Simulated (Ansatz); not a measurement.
Ansatz (a quantum-chemistry and plane-wave program) input (wB97M-V/jun-cc-pV(T+d)Z): A basis named .json is the Basis Set Exchange file of that set (core-valence sets with the plain set on hydrogen).

Ansatz 0.2 input:
```yaml
crystal:
  periodic: [false, false, false]
  atoms:
    - {symbol: N, position_ang: [0.00224146, -0.00382052, 0.11155442]}
    - {symbol: H, position_ang: [-0.00202883, 0.95117179, -0.22808750]}
    - {symbol: H, position_ang: [0.80949996, -0.46442426, -0.29287493]}
    - {symbol: H, position_ang: [-0.82316134, -0.46000387, -0.25991854]}
basis:
  gaussian:
    orbitals: jun-cc-pV_T+d_Z.json
hamiltonian:
  xc: {name: wB97M-V}
magnetization: {spin_polarized: false}
```

Output:

```
Functional definition: wB97M-V
integrals: 0.01 GiB planned
385 factors; their error is unknown
integrals: 0.05 GiB planned
118 factors; integrals over basis functions are off by at most 2.3e-6 eV
mean field: 0.21 GiB planned
mean field evaluation 1: about -1535.0809 eV, gradient 4.5e1 eV
mean field evaluation 2: about -1535.3185 eV, gradient 4.3e1 eV
mean field evaluation 4: about -1538.8391 eV, gradient 2.4e-1 eV
mean field evaluation 8: about -1538.8281 eV, gradient 1.9e-2 eV
mean field -1538.82811480 eV, -56.5508901638 hartree, gradient 1.9e-5 eV, S^2 0.000000; 0 other end points of the search recorded, 0 dependent functions left out
reference -1538.82816619 eV, -56.5508920523 hartree; 5, 5 occupied and 76, 76 virtual orbitals, 385 factors
Total energy: -1538.82816619 eV, -56.5508920523 hartree
```
